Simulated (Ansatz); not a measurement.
Two shapes of singlet C4H4O.

Shape 1:

```xyz
9

O     1.1501   -0.0092    0.0039
C     0.3559    1.0954    0.0032
C    -0.9636    0.7233    0.0029
C    -0.9489   -0.7178    0.0019
C     0.3582   -1.0796   -0.0049
H     0.8571    2.0478    0.0093
H    -1.8257    1.3739   -0.0068
H    -1.8154   -1.3760    0.0081
H     0.8576   -2.0544   -0.0089
```

Shape 2:

```xyz
9

O     1.1301   -0.0455    0.0065
C     0.3104    1.1123    0.0065
C    -0.9610    0.6995   -0.0474
C    -0.9107   -0.7174   -0.0152
C     0.3998   -1.0699   -0.0038
H     0.8132    2.0251   -0.0110
H    -1.8303    1.3554   -0.0429
H    -1.8520   -1.3729   -0.0382
H     0.9015   -2.0588   -0.0157
```

Basis set: STO-3G (spherical functions). Left uncorrelated: 5 orbitals. Charge 0, multiplicity 1.

Computed with Ansatz (development build ahead of 0.2.0); each method stands on the lowest determinant of its kind that the runs found.

(1) Which shape is lower in energy, and by how much in each method?

## Answers

(1)

| method | E(2) − E(1) (eV) |
| --- | --- |
| RHF | 0.619 |
| RHF-MP2 | 0.716 |

Shape 1 is lower. Caution: no unrestricted run beside it, a lower state can exist.
